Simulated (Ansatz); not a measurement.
# H3P: the cost of one run

Program: Ansatz 0.2.0. Level of theory: the levels named in each step. These are calculated values, not measurements.

## Step 1: Starting point

Bond lengths: P1–H2 1.387 Å, P1–H3 1.387 Å, P1–H4 1.387 Å. Angles: H2–P1–H3 92.5°, H2–P1–H4 92.2°, H3–P1–H4 92.1°.

Coordinates:

```xyz
4

P     0.0046   -0.0015    0.0682
H    -0.5031    1.0766   -0.6409
H     1.0983   -0.1187   -0.7762
H    -0.7336   -0.9084   -0.6778
```

## Step 2: A rough first relaxation, PBE-D4/def2-SVP

This run stands in another session on the same molecule. It ended at:

```xyz
4

P     0.0056   -0.0035    0.0930
H    -0.5187    1.1165   -0.6476
H     1.1407   -0.1211   -0.7876
H    -0.7614   -0.9439   -0.6846
```

## Step 3: Relaxation, PBE0-D4/def2-TZVPP

This run stands in another session on the same molecule. It ended at:

```xyz
4

P     0.0043   -0.0029    0.0723
H    -0.5152    1.1089   -0.6410
H     1.1332   -0.1205   -0.7801
H    -0.7561   -0.9377   -0.6779
```

## Step 4: Frequencies, PBE0-D4/def2-TZVPP

input.yaml

```yaml
crystal:
  periodic: [false, false, false]
  atoms:
    - { symbol: P, position_ang: [0.00431473, -0.00288593, 0.07225489] }
    - { symbol: H, position_ang: [-0.51517706, 1.10894188, -0.64101316] }
    - { symbol: H, position_ang: [1.13323105, -0.12045327, -0.78010154] }
    - { symbol: H, position_ang: [-0.75614872, -0.93766268, -0.67786019] }
basis:
  gaussian: { orbitals: def2-TZVPP }
hamiltonian:
  xc: pbe0
  dispersion: d4
phonons: {}
```

Command:

```bash
ansatz run input.yaml --threads 2 --pin off --max-ram 5120MiB --backend cpu --events-out ev --progress --plain --runs-dir out
```

What time and memory should one allow on 2 threads of Intel Xeon at 2.50GHz (Skylake/Cascade Lake), shared host?

About 21 s, with a peak of 0.12 GiB.
